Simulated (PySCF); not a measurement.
Compound: C3H3PS.
Bonds: C1–C2 (aromatic), C2–S3 (aromatic), S3–C4 (aromatic), C4–P5 (aromatic), C1–P5 (aromatic). Hydrogens: H6 on C1; H7 on C2; H8 on C4.

Computed by this run: PBE0-D3(BJ)/def2-SVP geometry optimisation, gas phase in PySCF 2.14.0; density fitting, grid level 1; the optimiser is geomeTRIC in internal coordinates, started from a GFN2-xTB structure.

Step 0: E = -23263.9957 eV
```
atom  x, y, z in Å  |  force x, y, z in eV/Å
C1     -0.8024    0.7885    0.1463    0.366   0.367   0.099
C2     -0.9812   -0.5157   -0.1601    0.261  -0.520  -0.102
S3      0.4315   -1.4722   -0.3242    0.114   0.415   0.093
C4      1.5086   -0.1824    0.0139   -0.401  -0.261  -0.075
P5      0.8600    1.3587    0.3425    0.074   0.129   0.030
H6     -1.6393    1.4579    0.2669   -0.470   0.291   0.049
H7     -1.9260   -1.0069   -0.3101   -0.579  -0.276  -0.086
H8      2.5579   -0.4185    0.0003    0.634  -0.145  -0.008
```

Question: Estimate the geometry and energy of step 1. (The exact step hangs on the optimiser's Hessian estimate; all steps are aligned on step 0, rigid shifts and turns removed.)

Answer: E = -23264.0228 eV, largest force 0.069 eV/Å
```
atom  x, y, z in Å  |  force x, y, z in eV/Å
C1     -0.8046    0.7971    0.1484   -0.056   0.019   0.005
C2     -0.9880   -0.5213   -0.1606   -0.020  -0.008  -0.009
S3      0.4359   -1.4558   -0.3221   -0.003  -0.053  -0.008
C4      1.5219   -0.1873    0.0131    0.034  -0.011  -0.003
P5      0.8648    1.3592    0.3424    0.028   0.061   0.016
H6     -1.6610    1.4681    0.2679    0.039  -0.021  -0.001
H7     -1.9487   -1.0203   -0.3135    0.045   0.006   0.004
H8      2.5887   -0.4303   -0.0001   -0.066   0.006  -0.004
```

The energy changes by -0.0271 eV. The first-order estimate −F·Δx gives -0.0592 eV and the mean of the old and new forces, exact on a quadratic surface, -0.0276 eV. The step makes an angle of 44° with the force vector and moves no atom by more than 0.033 Å.

The cost below is that of the whole optimisation. Time: 7.7 s; peak memory 0.49 GiB. Hardware: Arm Neoverse V2, one thread, shared host.
